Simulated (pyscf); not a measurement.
# Four-centre exchange: `[OH][Al]([F])[F]` + `[OH2]` → `[OH2]` + `[OH][Al]([F])[F]`

Gas phase, singlet surface, charge 0. Bonds broken: O1–Al2, O6–H7. Bonds formed: O1–H7, Al2–O6. PySCF, gas phase, ωB97X-D3(BJ)/def2-SVP geometries.

Transition state (Å):

```xyz
8

O     -0.1916     0.0972     0.3470
Al    -1.4431    -0.1377    -0.9838
F     -1.2712    -1.5279    -1.8817
F     -2.9701     0.3163    -0.5043
H     -0.3683     0.3678     1.2541
O     -0.3807     1.2327    -1.6034
H      0.0928     0.9284    -0.5116
H      0.1648     1.2144    -2.3967
```

One imaginary mode, 1061i cm⁻¹; descent along it reached the two sides named, in the forms told below.

```
bond    change  reactant side (Å)  saddle  product side
------  ------  -----------------  ------  ------------
O1–Al2  breaks              1.716   1.842         1.958
O6–H7   breaks              0.974   1.228         2.268
O1–H7    forms              2.283   1.228         0.974
Al2–O6   forms              1.958   1.841         1.717
```

Electronic energies relative to the separated reactants (kcal/mol):

```tsv
level	barrier	reaction energy	reverse barrier
ωB97X-D3(BJ)/def2-TZVP	-19.1	0.0	-19.1
PBE/def2-TZVP	-19.8	0.0	-19.8
r²SCAN/def2-TZVP	-21.5	0.0	-21.5
B3LYP-D3(BJ)/def2-TZVP	-18.3	0.0	-18.3
PBE0-D3(BJ)/def2-TZVP	-20.4	0.0	-20.4
M06-2X/def2-TZVP	-21.7	0.0	-21.7
ωB97M-D3(BJ)/def2-TZVP	-18.1	0.0	-18.1
HF/def2-TZVP	-8.1	0.0	-8.1
```

With ωB97M-D3(BJ)/def2-TZVP energies and thermal terms (ideal gas, 1 atm, RRHO with modes under 100 cm⁻¹ raised to 100, one conformer, R ln 2 for chiral ones without a mode under 150 cm⁻¹), in kcal/mol:

```json
[
 {"T (K)": "298", "ΔH‡": "-19.1", "ΔG‡": "-7.6", "ΔH": "0.0", "ΔG": "0.0"},
 {"T (K)": "600", "ΔH‡": "-19.1", "ΔG‡": "4.2", "ΔH": "0.0", "ΔG": "0.0"},
 {"T (K)": "900", "ΔH‡": "-18.6", "ΔG‡": "15.8", "ΔH": "0.0", "ΔG": "0.0"},
 {"T (K)": "1200", "ΔH‡": "-17.8", "ΔG‡": "27.1", "ΔH": "0.0", "ΔG": "0.0"}
]
```

On the reactant side the descent ends in an adduct with a Al–O contact, 30.3 kcal/mol under the separated species and 11.2 kcal/mol under the saddle at ωB97X-D3(BJ)/def2-TZVP. On the product side the descent ends in an adduct with a Al–O contact, 30.3 kcal/mol under the separated species and 11.2 kcal/mol under the saddle at ωB97X-D3(BJ)/def2-TZVP. At ωB97X-D3(BJ)/def2-TZVP, PBE, r²SCAN, B3LYP-D3(BJ), PBE0-D3(BJ), M06-2X, ωB97M-D3(BJ)/def2-TZVP, HF the saddle lies under the separated reactants, which points to a path from their complex (located at ωB97X-D3(BJ) alone). At ωB97X-D3(BJ)/def2-TZVP, PBE, r²SCAN, B3LYP-D3(BJ), PBE0-D3(BJ), M06-2X, ωB97M-D3(BJ)/def2-TZVP, HF the saddle lies under the separated products, which points to a path from their complex (located at ωB97X-D3(BJ) alone). What is counted as formed (Al–O) is already present as a longer contact in the reactant adduct; forming that adduct is a step of its own. What is counted as broken (Al–O) persists as a longer contact in the product adduct; parting that adduct is a step of its own. This is the saddle that the search found; another between the same sides may lie lower.
